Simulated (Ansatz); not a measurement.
# Si2NH7 (singlet): relaxing a cheap start

Aim: relax a generated start of Si2NH7 (singlet) and see which bonds hold.

Method: RKS PBE0/def2-SVP; program: Ansatz 0.2.0, Gaussian basis.

## (1) The system as given

10 atoms, charge 0, spin multiplicity 1.

Atoms are counted from 1 here; the program's logs count them from 0.

Bond lengths: Si1–N2 1.732 Å, Si1–H4 1.460 Å, Si1–H5 1.469 Å, Si1–H6 1.463 Å, N2–Si3 1.732 Å, N2–H7 1.008 Å, Si3–H8 1.460 Å, Si3–H9 1.463 Å, Si3–H10 1.469 Å. Angles: N2–Si1–H4 107.0°, N2–Si1–H5 112.0°, N2–Si1–H6 105.6°, H4–Si1–H5 109.8°, H4–Si1–H6 112.5°, H5–Si1–H6 109.9°, Si1–N2–Si3 129.3°, Si1–N2–H7 114.0°, Si3–N2–H7 114.0°, N2–Si3–H8 106.9°, N2–Si3–H9 105.6°, N2–Si3–H10 112.0°, H8–Si3–H9 112.5°, H8–Si3–H10 109.8°, H9–Si3–H10 109.9°.

The start is a generated structure. Sticks and bond lists go by distance. 

## (2) Relaxation

in.yaml reads:

```yaml
crystal:
  periodic: [false, false, false]
  atoms:
    - {symbol: Si, position_ang: [-1.018470, 0.762010, -0.922350]}
    - {symbol: N, position_ang: [-0.127860, 0.326860, 0.497930]}
    - {symbol: Si, position_ang: [1.031340, -0.940590, 0.721710]}
    - {symbol: H, position_ang: [-1.562080, -0.473480, -1.479350]}
    - {symbol: H, position_ang: [-0.171790, 1.427660, -1.921070]}
    - {symbol: H, position_ang: [-2.064980, 1.676980, -0.465560]}
    - {symbol: H, position_ang: [-0.075340, 1.057760, 1.189460]}
    - {symbol: H, position_ang: [0.458640, -2.149380, 0.136050]}
    - {symbol: H, position_ang: [1.216600, -1.053430, 2.168570]}
    - {symbol: H, position_ang: [2.313940, -0.634390, 0.074620]}
basis:
  gaussian: {orbitals: def2-SVP}
hamiltonian: {xc: pbe0}
relax: {f_tol: 0.01, max_steps: 150}
```

Run with:

```
> ansatz run in.yaml --threads 1 --pin off --events-out ev --progress --plain --max-ram 24576MiB --backend cuda --devices 0, --max-vram 18GiB
```

What does the calculation give? Wanted: energy gained; shift from the start; total energy; dipole moment.

**Answer**, as computed:

| quantity | value |
| --- | --- |
| steps | 14 |
| energy gained | 0.117 eV |
| shift from the start (rms) | 0.340 Å |
| total energy | -17345.3293 eV |
| dipole moment | 0.89 D |

The bonds of the start are those of the end. Si3–H9 went from 1.463 to 1.497 Å. No vibrations were run, so this is a stationary point, not a proven minimum, and this spin need not be the ground state's.
